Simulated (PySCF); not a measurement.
## Deuteron quadrupole couplings in 3-methylpentane

Species: 3-methylpentane, C6H14.
Geometry (GFN2-xTB, Å), atoms numbered from 1 in this order:
```
atom  x, y, z in Å
C1    -2.518    0.444   -0.339
C2    -1.087    0.961   -0.246
C3    -0.028   -0.146   -0.150
C4    -0.188   -0.958    1.133
C5     1.367    0.487   -0.241
C6     2.503   -0.526   -0.333
H7    -2.825   -0.040    0.585
H8    -3.201    1.269   -0.528
H9    -2.613   -0.273   -1.152
H10   -0.877    1.562   -1.135
H11   -0.995    1.617    0.623
H12   -0.156   -0.820   -1.006
H13    0.554   -1.750    1.182
H14   -1.170   -1.421    1.176
H15   -0.068   -0.316    2.004
H16    1.524    1.128    0.630
H17    1.399    1.125   -1.127
H18    2.605   -1.092    0.589
H19    3.444   -0.014   -0.518
H20    2.326   -1.224   -1.149
```

Level: PBE0/pcSseg-1 (PySCF, non-relativistic); Q(2H) = 0.00286 b; rigid geometry, the same for H and D, with no vibrational averaging.

Question: Rank these positions by the coupling χzz of a deuteron there, largest first.
A. H12 (methine hydrogen)
B. H8 (methyl hydrogen)
C. H10 (methylene hydrogen)

Answer: B (212 kHz), C (203 kHz), A (198 kHz).

Q: What are Vzz, η and χzz (234.96 MHz × Q × Vzz) at all hydrogens?

A: 
```
atom  bonded to  bond length (Å)  Vzz (au)     η  χzz (kHz)
  H7         C1            1.087    0.3171  0.01        213
  H8         C1            1.088    0.3161  0.01        212
  H9         C1            1.088    0.3150  0.02        212
 H10         C2            1.093    0.3021  0.03        203
 H11         C2            1.093    0.3038  0.02        204
 H12         C3            1.097    0.2951  0.01        198
 H13         C4            1.087    0.3179  0.01        214
 H14         C4            1.087    0.3178  0.01        214
 H15         C4            1.088    0.3150  0.02        212
 H16         C5            1.093    0.3039  0.02        204
 H17         C5            1.093    0.3023  0.03        203
 H18         C6            1.087    0.3170  0.01        213
 H19         C6            1.088    0.3160  0.01        212
 H20         C6            1.088    0.3150  0.02        212
```

Q: A static deuteron (I = 1) shows a doublet split by (3/2)χ, (3/4)χ(1 + η) and (3/4)χ(1 − η) with the field along z, y and x of the gradient. What are these for H7?

A: With |χ| = 213.1 kHz and η = 0.013: 320, 162 and 158 kHz, to first order and without motion.

One conformer (not necessarily the lowest) at the GFN2-xTB geometry, without solvent, vibrations or thermal averaging. GFN2-xTB bond lengths can be off by several hundredths of an ångström, more for odd bonds, and the gradients follow them. With a basis this small, the couplings can be 20 % off.

The run behind these numbers computed NMR shieldings as well. The run took about 60 s of CPU time (one thread, shared machine).
